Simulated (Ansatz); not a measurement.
Input file:

```yaml
crystal:
  periodic: [false, false, false]
  atoms:
    - {symbol: Al, position_ang: [0.000000, 0.000000, 0.000000]}
    - {symbol: As, position_ang: [0.000000, 0.000000, 3.186000]}
basis:
  gaussian: {orbitals: cc-pVDZ}
magnetization: {spin_polarized: false, initial_magnetization: 2}
correlation: {method: ccsdtq, electrons: outside_noble_gas}
```

```sh
$ ansatz run in.yaml --threads 2 --pin off --events-out ev --progress --plain --max-ram 15360MiB --backend cuda --devices 0, --max-vram 18GiB
```

Problem. Roughly how long does this take on 2 threads of AMD EPYC 7R13 with a shared H100 80 GB, shared host, and how much host memory?

Solution. 21 s wall and 0.84 GiB.

```
845 factors; integrals over basis functions are off by at most 1.9e-7 eV
mean field evaluation 1: about -67375.9498 eV, gradient 7.8e0 eV
mean field evaluation 2: about -67375.9627 eV, gradient 7.9e0 eV
mean field evaluation 4: about -67376.5568 eV, gradient 2.0e0 eV
mean field evaluation 8: about -67376.6064 eV, gradient 1.5e-1 eV
mean field evaluation 16: about -67375.9498 eV, gradient 7.8e0 eV
mean field evaluation 32: about -67375.6260 eV, gradient 1.7e-6 eV
mean field evaluation 64: about -67376.6054 eV, gradient 2.2e-1 eV
mean field evaluation 96: about -67373.4260 eV, gradient 6.0e0 eV
mean field evaluation 128: about -67373.6600 eV, gradient 5.6e0 eV
mean field evaluation 160: about -67373.5738 eV, gradient 4.0e0 eV
...
mean field -67376.60679894 eV, -2476.0446303568 hartree, gradient 2.3e-6 eV, S^2 2.000000; 14 other end points of the search recorded, 0 dependent functions left out
...
determinant -67376.60679894 eV, -2476.0446303568 hartree, with singles and doubles -67380.51326085 eV, -2476.1881901838 hartree
determinant -67375.62603351 eV, -2476.0085878921 hartree, with singles and doubles -67379.64440931 eV, -2476.1562604789 hartree
determinant -67373.93272377 eV, -2475.9463599066 hartree, with singles and doubles -67377.73645695 eV, -2476.0861445228 hartree
determinant -67373.87030927 eV, -2475.9440662161 hartree, with singles and doubles -67377.72308561 eV, -2476.0856531351 hartree
determinant -67373.80061867 eV, -2475.9415051337 hartree, with singles and doubles -67377.70280715 eV, -2476.0849079157 hartree
determinant -67373.77392944 eV, -2475.9405243228 hartree, with singles and doubles -67377.60618031 eV, -2476.0813569445 hartree
determinant -67373.68809500 eV, -2475.9373699653 hartree, with singles and doubles -67377.95404295 eV, -2476.0941406608 hartree
19 core orbitals not correlated: weight in the atoms' cores, before any rotation towards them, 1.000 or more for the frozen orbitals, at most 0.000 for the correlated occupied ones
reference -67376.60679894 eV, -2476.0446303568 hartree; 5, 3 occupied and 21, 23 virtual orbitals, 845 factors
second order -2.94027181 eV of doubles, -0.07238001 eV of singles
...
cycle  20  -4.10116412 eV  change    3.4e-6 eV  update   1.5e-5
cycle  21  -4.10117028 eV  change   -6.2e-6 eV  update   1.0e-5
cycle  22  -4.10117488 eV  change   -4.6e-6 eV  update   9.8e-6
cycle  23  -4.10117757 eV  change   -2.7e-6 eV  update   7.9e-6
cycle  24  -4.10117983 eV  change   -2.3e-6 eV  update   3.6e-6
cycle  25  -4.10118125 eV  change   -1.4e-6 eV  update   2.7e-6
cycle  26  -4.10118115 eV  change    1.0e-7 eV  update   2.3e-6
cycle  27  -4.10118103 eV  change    1.2e-7 eV  update   1.6e-6
cycle  28  -4.10118105 eV  change   -1.6e-8 eV  update   1.3e-6
cycle  29  -4.10118121 eV  change   -1.6e-7 eV  update   5.2e-7
Total energy: -67380.70798015 eV, -2476.1953459862 hartree
```

For the same geometry and basis full CI lies 0.2 meV lower.
